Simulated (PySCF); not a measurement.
Size of the dipole moment of organics with nitrogen, in D, species as SMILES. Terms: dispersion terms only where a functional's name holds one; no spin-orbit coupling; non-relativistic. Ab initio and DFT rows: single points at B3LYP-D3(BJ) geometries (Ansatz).

Measured values: NIST CCCBDB, as tabulated in the package chemicals; dipoles are vibrational averages and may belong to another conformer or a mix. 

The rows were drawn at random among computed neutral closed-shell members with both values; the withheld row is one of them. Species whose geometry shows other bonds than their SMILES are left out. No case is left out for the size of its miss. Left out are saddle points of the reference geometry, anions that the best level run finds unbound, excited spin states, species near biochemistry, cases with under five habitual levels, runs that failed or whose electronic state is in doubt, and table entries that another table contradicts. Sets whose x spans too little for a line are not fitted, and dipoles under 0.25 D at any level are left out.

| case | BP86/def2-SVP (PySCF) (x) | measured (y) |
|---|---|---|
| [C-]#[N+]C | 3.98 | 3.85 |
| C#N (CHN) [formonitrile] | 2.76 | 2.98 |
| CCN | 1.20 | 1.22 |
| CNC | 0.88 | 1.03 |
| CN(C)C [N,N-dimethylmethanamine] | 0.41 | 0.61 |

Problem. Fit y = a + b·x by least squares, and use it to estimate the measured value for O=CN, where BP86/def2-SVP (PySCF) gives 3.75 D.

Solution. Means: x 1.8460, y 1.9380. Sums about the means: Sxx 8.8019, Sxy 8.2806. Slope b = Sxy/Sxx = 0.9408, intercept a = mean y - b·mean x = 0.201; the rows scatter about the line by 0.105 (root mean square). Prediction for O=CN: 3.73 D. The measured value is 3.73 D, so the fit misses by +0.00 D, against +0.02 D without it. The fit is meant for species like these alone.
